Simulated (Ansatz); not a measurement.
Si(OH)H3 (SiOH₄). Charge 0, multiplicity 1. Geometry r2SCAN-D4/def2-TZVP, basis def2-TZVP, Ansatz.

```xyz
6

Si   -0.012   -0.156   -0.363
O     0.430    0.105    1.205
H    -0.021    0.806    1.683
H     0.224    1.044   -1.210
H    -1.450   -0.520   -0.478
H     0.828   -1.278   -0.837
```

```tsv
run	HOMO (eV)	LUMO (eV)
A	-8.32	-0.34
B	-7.58	-0.29
C	-8.52	-0.25
D	-7.21	-0.84
E	-7.17	-0.74
F	-11.55	2.19
```

LC-ωPBE has ω = 0.4 bohr⁻¹. B3LYP takes the VWN-RPA correlation. HSE06 is defined as in plane-wave codes, on full-range PBE exchange.

Task: The runs used B3LYP, HSE06, LC-ωPBE, PBE, r2SCAN, revPBE. Estimate which is which.

Result: A HSE06 (range-separated); B r2SCAN (0 % exact exchange); C B3LYP (20 % exact exchange); D PBE (0 % exact exchange); E revPBE (0 % exact exchange); F LC-ωPBE (range-separated). Exact exchange lowers occupied and raises empty levels; among semilocal functionals meta-GGAs tend to open the gap a little, and such runs are hard to tell apart. The gap grows from 6.37 eV (PBE) to 13.74 eV (LC-ωPBE).
